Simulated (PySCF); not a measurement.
**LiB⁺: energy against distance**

Set-up: basis Li cc-pVDZ, B cc-pVDZ; no relativity; PySCF 2.14. Energies in eV from Li⁺ + B in their ground configurations at the same level. State: ²Σ⁺ (doublet), unpaired electrons σ ↑.

```
R (Å)      UHF   r²SCAN     PW91
2.161  -0.6764  -0.6150  -0.7294
2.262  -0.7638  -0.7062  -0.8156
2.362  -0.8103  -0.7584  -0.8642
2.438  -0.8254  -0.7788  -0.8824
2.513  -0.8279  -0.7870  -0.8887
2.588  -0.8207  -0.7857  -0.8859
2.689  -0.7999  -0.7729  -0.8716
2.815  -0.7616  -0.7446  -0.8417
2.965  -0.7048  -0.6994  -0.7954
3.166  -0.6212  -0.6298  -0.7252
```

Put a parabola through the three lowest points of the UHF curve and estimate Re, k and ωe (reduced mass 4.285 u; 1 eV/Å² = 0.16022 mdyn/Å; ωe = 1302.8·√(k/μ) cm⁻¹).

Through R = 2.438, 2.513, 2.588 Å the second-order coefficient is 0.862 eV/Å², so Re ≈ 2.495 Å, k ≈ 0.276 mdyn/Å and ωe ≈ 331 cm⁻¹. A polynomial fit of higher order to the unrounded UHF energies gives Re = 2.492 Å, k = 0.293 mdyn/Å, ωe = 341 cm⁻¹; anharmonicity and rounding make the difference.

The higher-order fit for each curve: UHF: Re = 2.492 Å, ωe = 341 cm⁻¹, De = 0.83 eV; r²SCAN: Re = 2.538 Å, ωe = 311 cm⁻¹, De = 0.79 eV; PW91: Re = 2.525 Å, ωe = 313 cm⁻¹, De = 0.89 eV.

For an ion De counts to the pair picked by the measured ionisation energies or electron affinities, which need not be the lowest pair at this level. The state was picked by a PBE0 search and need not be the measured ground state.
